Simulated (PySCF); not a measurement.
# chlorosilane (SiH3Cl): NMR shifts at several levels of theory, part 2 of 2

PySCF 2.14.0. Atoms count from 0. Earlier steps stand in the parts before.

## Step 7: Nuclear shieldings: PBE0/cc-pVTZ

What the job is given:

```
{"job": {"kind": "nmr", "xc": "PBE0", "basis": "cc-pVTZ", "pop": true}, "charge": 0, "multiplicity": 1}
Si     1.164099     0.919178    -0.417246
Cl     3.226844     0.843610    -0.295266
H      0.705614    -0.067343    -1.433819
H      0.755604     2.293649    -0.818468
H      0.591278     0.583531     0.915376
```

With the program's defaults for keys left out, this is: GIAO PBE0/cc-pVTZ NMR shielding, non-relativistic, gas phase.

Log:

```text
coarse grid: 5112 points
cycle   1  E = -751.2608685161  dE = -8.998e-02  |g| = 2.199e-01  |ddm| = 3.603e+00
cycle   2  E = -751.2591345372  dE =  1.734e-03  |g| = 2.347e-01  |ddm| = 7.958e-01
cycle   3  E = -751.2736424637  dE = -1.451e-02  |g| = 1.818e-02  |ddm| = 3.758e-01
cycle   4  E = -751.2737161715  dE = -7.371e-05  |g| = 5.508e-03  |ddm| = 2.761e-02
cycle   5  E = -751.2737237135  dE = -7.542e-06  |g| = 1.218e-03  |ddm| = 7.594e-03
final grid: 39792 points
cycle   6  E = -751.2871226983  dE = -7.993e-06  |g| = 1.736e-03  |ddm| = 2.507e-02
cycle   7  E = -751.2871225163  dE =  1.820e-07  |g| = 1.880e-03  |ddm| = 5.115e-03
cycle   8  E = -751.2871234510  dE = -9.347e-07  |g| = 7.261e-05  |ddm| = 2.768e-03
cycle   9  E = -751.2871234526  dE = -1.567e-09  |g| = 2.107e-05  |ddm| = 1.838e-04
cycle  10  E = -751.2871234527  dE = -1.190e-10  |g| = 5.012e-06  |ddm| = 3.769e-05
converged SCF energy = -751.2871234527

GIAO shielding tensors (ppm)
atom      isotropic    diamagn.    paramagn.     s11        s22        s33       span
  0 Si     391.103     881.984    -490.881    358.633    358.712    455.964     97.331
  1 Cl    1037.269    1146.518    -109.250   1030.540   1040.582   1040.684     10.143
  2 H       26.208      28.742      -2.534     22.745     24.308     31.571      8.826
  3 H       26.207      27.769      -1.562     22.744     24.307     31.571      8.827
  4 H       26.208      28.997      -2.788     22.743     24.308     31.573      8.831
```

It took 7.9 s on 1 thread of Arm Neoverse N1, shared host; peak memory 0.4 GiB.

In short: δ Si0 -31.1, Cl1 -85, H2 5.08 ppm (means over like atoms).

## Step 8: Nuclear shieldings: PBE0/aug-cc-pVDZ

What the job is given:

```
{"job": {"kind": "nmr", "xc": "PBE0", "basis": "aug-cc-pVDZ", "pop": true}, "charge": 0, "multiplicity": 1}
Si     1.164099     0.919178    -0.417246
Cl     3.226844     0.843610    -0.295266
H      0.705614    -0.067343    -1.433819
H      0.755604     2.293649    -0.818468
H      0.591278     0.583531     0.915376
```

Level: GIAO PBE0/aug-cc-pVDZ NMR shielding, non-relativistic, gas phase.

Log:

```text
coarse grid: 5112 points
cycle   1  E = -751.2306493221  dE = -6.687e-02  |g| = 2.027e-01  |ddm| = 3.864e+00
cycle   2  E = -751.2287075161  dE =  1.942e-03  |g| = 2.184e-01  |ddm| = 1.075e+00
cycle   3  E = -751.2436006081  dE = -1.489e-02  |g| = 1.158e-02  |ddm| = 5.056e-01
cycle   4  E = -751.2436446320  dE = -4.402e-05  |g| = 3.177e-03  |ddm| = 3.716e-02
cycle   5  E = -751.2436475072  dE = -2.875e-06  |g| = 6.011e-04  |ddm| = 7.063e-03
final grid: 39792 points
cycle   6  E = -751.2566023393  dE = -2.031e-06  |g| = 6.888e-04  |ddm| = 2.615e-02
cycle   7  E = -751.2566023585  dE = -1.916e-08  |g| = 6.393e-04  |ddm| = 3.241e-03
cycle   8  E = -751.2566024814  dE = -1.229e-07  |g| = 6.857e-05  |ddm| = 1.457e-03
cycle   9  E = -751.2566024830  dE = -1.605e-09  |g| = 1.196e-05  |ddm| = 2.374e-04
cycle  10  E = -751.2566024831  dE = -5.741e-11  |g| = 3.650e-06  |ddm| = 5.440e-05
converged SCF energy = -751.2566024831

GIAO shielding tensors (ppm)
atom      isotropic    diamagn.    paramagn.     s11        s22        s33       span
  0 Si     457.808     892.307    -434.499    426.926    426.999    519.499     92.573
  1 Cl    1055.075    1146.666     -91.591   1039.552   1062.787   1062.885     23.333
  2 H       26.186      29.044      -2.858     22.574     24.331     31.653      9.079
  3 H       26.185      27.588      -1.403     22.573     24.330     31.652      9.079
  4 H       26.186      29.424      -3.238     22.572     24.331     31.655      9.083
```

Run time: 5.8 s. Hardware: 1 thread of Arm Neoverse N1, shared host; peak memory 0.4 GiB.

This run: δ Si0 -41.1, Cl1 -87, H2 5.21 ppm (means over like atoms).

## Step 9: Nuclear shieldings: PBE0/IGLO-III

What the job is given:

```
{"job": {"kind": "nmr", "xc": "PBE0", "basis": "IGLO-III", "pop": true}, "charge": 0, "multiplicity": 1}
Si     1.164099     0.919178    -0.417246
Cl     3.226844     0.843610    -0.295266
H      0.705614    -0.067343    -1.433819
H      0.755604     2.293649    -0.818468
H      0.591278     0.583531     0.915376
```

With the program's defaults for keys left out, this is: GIAO PBE0/IGLO-III NMR shielding, non-relativistic, gas phase.

Log:

```text
coarse grid: 5112 points
cycle   1  E = -751.2455690226  dE = -1.596e-01  |g| = 2.709e-01  |ddm| = 1.559e+00
cycle   2  E = -751.2447515817  dE =  8.174e-04  |g| = 2.356e-01  |ddm| = 4.092e-01
cycle   3  E = -751.2577480653  dE = -1.300e-02  |g| = 5.011e-02  |ddm| = 2.343e-01
cycle   4  E = -751.2581994246  dE = -4.514e-04  |g| = 6.189e-03  |ddm| = 3.249e-02
cycle   5  E = -751.2582049853  dE = -5.561e-06  |g| = 1.952e-03  |ddm| = 4.623e-03
final grid: 39792 points
cycle   6  E = -751.2714626504  dE = -3.136e-05  |g| = 3.093e-03  |ddm| = 9.102e-03
cycle   7  E = -751.2714623324  dE =  3.180e-07  |g| = 2.809e-03  |ddm| = 3.545e-03
cycle   8  E = -751.2714639184  dE = -1.586e-06  |g| = 3.130e-04  |ddm| = 2.173e-03
cycle   9  E = -751.2714639467  dE = -2.829e-08  |g| = 5.539e-05  |ddm| = 3.259e-04
cycle  10  E = -751.2714639476  dE = -9.455e-10  |g| = 9.390e-06  |ddm| = 5.676e-05
converged SCF energy = -751.2714639476

GIAO shielding tensors (ppm)
atom      isotropic    diamagn.    paramagn.     s11        s22        s33       span
  0 Si     384.340     880.974    -496.635    352.838    352.925    447.255     94.417
  1 Cl    1025.443    1148.292    -122.849   1021.746   1027.238   1027.344      5.598
  2 H       26.195      28.426      -2.231     22.782     24.310     31.494      8.712
  3 H       26.194      27.883      -1.689     22.781     24.309     31.493      8.713
  4 H       26.195      28.569      -2.374     22.780     24.310     31.496      8.717
```

Wall time 7.5 s (1 thread of Arm Neoverse N1, shared host); peak memory 0.51 GiB.

In short: δ Si0 -39.0, Cl1 -81, H2 5.18 ppm (means over like atoms).

## Step 10: Shielding tensors: PBE0/pcSseg-0

What the job is given:

```
{"job": {"kind": "nmr", "xc": "PBE0", "basis": "pcSseg-0", "pop": true}, "charge": 0, "multiplicity": 1}
Si     1.164099     0.919178    -0.417246
Cl     3.226844     0.843610    -0.295266
H      0.705614    -0.067343    -1.433819
H      0.755604     2.293649    -0.818468
H      0.591278     0.583531     0.915376
```

Level: GIAO PBE0/pcSseg-0 NMR shielding, non-relativistic, gas phase.

Log:

```text
coarse grid: 5112 points
cycle   1  E = -750.2484798697  dE = -1.162e-01  |g| = 2.554e-01  |ddm| = 1.961e+00
cycle   2  E = -750.2505275918  dE = -2.048e-03  |g| = 2.675e-01  |ddm| = 8.981e-01
cycle   3  E = -750.2720992737  dE = -2.157e-02  |g| = 1.337e-02  |ddm| = 4.376e-01
cycle   4  E = -750.2721488213  dE = -4.955e-05  |g| = 3.620e-03  |ddm| = 2.674e-02
cycle   5  E = -750.2721525305  dE = -3.709e-06  |g| = 1.295e-04  |ddm| = 6.404e-03
final grid: 39792 points
cycle   6  E = -750.3557785896  dE = -2.827e-06  |g| = 3.556e-04  |ddm| = 5.252e-03
cycle   7  E = -750.3557786215  dE = -3.195e-08  |g| = 1.951e-04  |ddm| = 1.164e-03
cycle   8  E = -750.3557786330  dE = -1.146e-08  |g| = 5.149e-05  |ddm| = 3.575e-04
cycle   9  E = -750.3557786337  dE = -7.132e-10  |g| = 1.160e-05  |ddm| = 9.573e-05
converged SCF energy = -750.3557786337

GIAO shielding tensors (ppm)
atom      isotropic    diamagn.    paramagn.     s11        s22        s33       span
  0 Si     397.813     878.134    -480.321    344.851    344.960    503.626    158.775
  1 Cl    1142.871    1145.953      -3.082    994.500   1216.985   1217.128    222.627
  2 H       27.643      28.725      -1.082     23.527     25.910     33.492      9.965
  3 H       27.642      28.379      -0.737     23.527     25.909     33.491      9.964
  4 H       27.643      28.816      -1.173     23.525     25.910     33.494      9.968
```

Run time: 2.3 s. Hardware: 1 thread of Arm Neoverse N1, shared host; peak memory 0.4 GiB.

In short: δ Si0 -49.3, Cl1 -190, H2 5.19 ppm (means over like atoms).

## Step 11: NMR shieldings: PBE0/pcSseg-3

What the job is given:

```
{"job": {"kind": "nmr", "xc": "PBE0", "basis": "pcSseg-3", "pop": true}, "charge": 0, "multiplicity": 1}
Si     1.164099     0.919178    -0.417246
Cl     3.226844     0.843610    -0.295266
H      0.705614    -0.067343    -1.433819
H      0.755604     2.293649    -0.818468
H      0.591278     0.583531     0.915376
```

With the program's defaults for keys left out, this is: GIAO PBE0/pcSseg-3 NMR shielding, non-relativistic, gas phase.

Log:

```text
coarse grid: 5112 points
cycle   1  E = -751.2826595320  dE = -9.951e-02  |g| = 2.262e-01  |ddm| = 1.311e+00
cycle   2  E = -751.2810686416  dE =  1.591e-03  |g| = 2.400e-01  |ddm| = 3.304e-01
cycle   3  E = -751.2948974977  dE = -1.383e-02  |g| = 2.769e-02  |ddm| = 1.760e-01
cycle   4  E = -751.2949983237  dE = -1.008e-04  |g| = 6.683e-03  |ddm| = 1.565e-02
cycle   5  E = -751.2950050053  dE = -6.682e-06  |g| = 2.071e-03  |ddm| = 4.800e-03
final grid: 39792 points
cycle   6  E = -751.3037047617  dE = -2.791e-05  |g| = 3.060e-03  |ddm| = 2.958e-02
cycle   7  E = -751.3037044308  dE =  3.309e-07  |g| = 2.803e-03  |ddm| = 2.959e-03
cycle   8  E = -751.3037059866  dE = -1.556e-06  |g| = 3.516e-04  |ddm| = 1.883e-03
cycle   9  E = -751.3037060192  dE = -3.256e-08  |g| = 4.523e-05  |ddm| = 2.736e-04
cycle  10  E = -751.3037060196  dE = -4.845e-10  |g| = 1.622e-05  |ddm| = 3.739e-05
converged SCF energy = -751.3037060196

GIAO shielding tensors (ppm)
atom      isotropic    diamagn.    paramagn.     s11        s22        s33       span
  0 Si     374.282     877.354    -503.072    341.983    342.069    438.794     96.811
  1 Cl    1025.684    1147.028    -121.344   1024.940   1025.037   1027.074      2.134
  2 H       26.058      28.390      -2.332     22.674     24.169     31.332      8.658
  3 H       26.058      27.620      -1.563     22.674     24.167     31.332      8.658
  4 H       26.059      28.591      -2.533     22.672     24.169     31.335      8.662
```

It took 29 s on 1 thread of Arm Neoverse N1, shared host; peak memory 0.92 GiB.

This run: δ Si0 -36.3, Cl1 -84, H2 5.11 ppm (means over like atoms).

## Step 12: Run by run: NMR shifts

Shifts (ppm), means over like atoms, with basis size and wall time:

```tsv
run	H2	Si0	Cl1	functions	time
PBE0/6-31G*	5.08	-2.6	-126	42	3.4 s
PBE0/6-311+G(2d,p)	5.27	-33.4	-70	88	6.1 s
PBE0/def2-SVP	5.02	-28.7	-94	51	3.1 s
PBE0/def2-TZVP	5.28	-36.8	-92	92	6.8 s
PBE0/cc-pVDZ	5.00	-24.5	-99	51	3.8 s
PBE0/cc-pVTZ	5.08	-31.1	-85	110	7.9 s
PBE0/aug-cc-pVDZ	5.21	-41.1	-87	81	5.8 s
PBE0/IGLO-III	5.18	-39.0	-81	118	7.5 s
PBE0/pcSseg-0	5.19	-49.3	-190	32	2.3 s
PBE0/pcSseg-3	5.11	-36.3	-84	251	29 s
```

## Step 13: What came out

What follows sums up all 2 parts.

```
                                                            quantity            value
1H shifts against TMS (PBE0/6-31G*, means over atoms taken as alike)         5.08 ppm
                               29Si shifts against TMS (PBE0/6-31G*)         -2.6 ppm
                               35Cl shifts against HCl (PBE0/6-31G*)         -126 ppm
                                           range of the shift of Cl1  -190 to -70 ppm
```

In words: Single values in the summary come from the first run of each kind that ended normally (PBE0/6-31G*), which need not be the best level. At PBE0/6-31G*: The largest span, 85 ppm, is at Si0, where the paramagnetic term is -458 ppm. In ppm, Cl1 moves most: its shift spreads over 120 ppm, from -190 (PBE0/pcSseg-0) to -70 (PBE0/6-311+G(2d,p)).
